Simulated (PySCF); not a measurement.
Gas-phase reaction: 6 SiH3 + SiF4 ⇌ 4 SiH3F + 3 SiH2

Computed with PySCF (xtb for GFN2) and rigid-rotor harmonic-oscillator thermochemistry at 1 bar. The comparison is the NASA 1993 polynomial table, which mixes measured and estimated data. After a fit of one offset per element over all species, the range-separated, M06-2X, PBE0/def2-QZVP and CCSD(T)/def2-TZVPP enthalpies, where run, lie to one side of the table for SiH3 (-20 kJ/mol), SiH3F (+16 kJ/mol): a fault of the table's entry, another state or a shared error of the levels is possible; this was not checked at source. † marks an energy on the PBE0/def2-TZVP geometry and frequencies; other levels use their own. MP2 freezes the core. 6-31G* has spherical d functions here. Open shells (unrestricted): SiH3 (multiplicity 2); the rest are closed-shell singlets. GFN2 has no spin-polarisation term. B3LYP is the form with VWN-RPA correlation. For this reaction the table lies outside the span of B3LYP, CCSD(T), M06-2X, MP2, PBE0, r2SCAN, ωB97M-V, ωB97X-V in their largest bases here; which side is off was not settled. MP2 isn't extrapolated to the basis-set limit; its ΔH°(298 K) is -116.1 kJ in def2-SVP and -147.4 kJ in def2-TZVPP. The harmonic model lacks anharmonicity and excited electronic states, which grow with temperature; levels with a mode under 35 cm⁻¹ are left out. The table's entry may be an old estimate for SiH3, SiH3F, SiH2 (not checked at source).

```csv
level,"ΔH°(298 K), kJ",minus table,"ΔG°(2500 K), kJ"
table,-411.4,-,-415.6
B3LYP/6-31G*,-151.2,260.2,-92.9
BLYP/def2-TZVP†,-188.1,223.3,-135.3
GFN2-xTB,-535.3,-123.9,-454.0
M06-2X/def2-TZVP†,-160.1,251.3,-107.3
MP2/def2-TZVPP†,-147.4,264.0,-94.6
PBE0/def2-QZVP†,-104.7,306.7,-51.9
r2SCAN/def2-TZVP†,-43.3,368.1,9.5
ωB97M-V/def2-TZVP†,-231.4,180.0,-178.6
```
